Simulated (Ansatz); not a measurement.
Two isomers of C2H3NS: A = `SC1C=N1`, B = `SC1=NC1`.

Isolated molecules relaxed with PBE0-D4/def2-TZVP in Ansatz; ΔE leaves out vibrations. CCSD(T)/CBS is the MP2 limit (def2-TZVPP, def2-QZVPP) plus CCSD(T) − MP2 in def2-TZVPP, frozen cores. Functionals use def2-TZVPP. B3LYP here is the variant with VWN-RPA as its local correlation; programs differ in this. Each species was taken in one conformer, which may not be the lowest.

A:

Z-matrix (Å, degrees):
```
C
C 1 1.438
N 1 1.525 2 49.7
S 1 1.778 2 120.5 3 -105.3
H 1 1.086 2 120.0 3 99.8
H 2 1.082 1 151.0 3 178.1
H 4 1.344 1 96.6 2 145.2
```

B:

```xyz
7

S    -0.933   -1.658    0.780
C     0.082   -0.558   -0.047
N     1.069   -0.560   -0.818
C     0.481    0.780   -0.400
H    -1.698   -0.714    1.348
H     1.067    1.378    0.294
H    -0.068    1.332   -1.159
```

(1) Which is lower in electronic energy at CCSD(T)/CBS, and by how much? (An estimate is asked.)

(2) Give E(B) − E(A) in kcal/mol with HF/def2-TZVPP, PBE-D4, r2SCAN-D4, ωB97M-V, CCSD(T)/def2-SVP, MP2/def2-TZVPP, B3LYP. (Best estimate.)

(3) Does the order hold for the free energy at 298.15 K (harmonic terms from PBE0-D4)? (Estimate.)

Largest T1 diagnostic: 0.013.

Results:

(1) Computed: B, by 4.7 kcal/mol.

(2) Computed: HF/def2-TZVPP -4.7, PBE-D4 -7.2, r2SCAN-D4 -7.2, ωB97M-V -5.0, CCSD(T)/def2-SVP -5.2, MP2/def2-TZVPP -5.7, B3LYP -6.6. None reverses the order clearly.

(3) Computed: Yes: G(B) − G(A) = -4.0 kcal/mol, for one conformer each.

From PBE to PBE0 (25 % exact exchange), in def2-TZVPP and without D4, E(B) − E(A) moves by +0.8 kcal/mol. Leaving LDA and LC-ωPBE aside and taking each functional with its dispersion term where it has one, the values spread over 2.2 kcal/mol, from PBE-D4 to ωB97M-V.
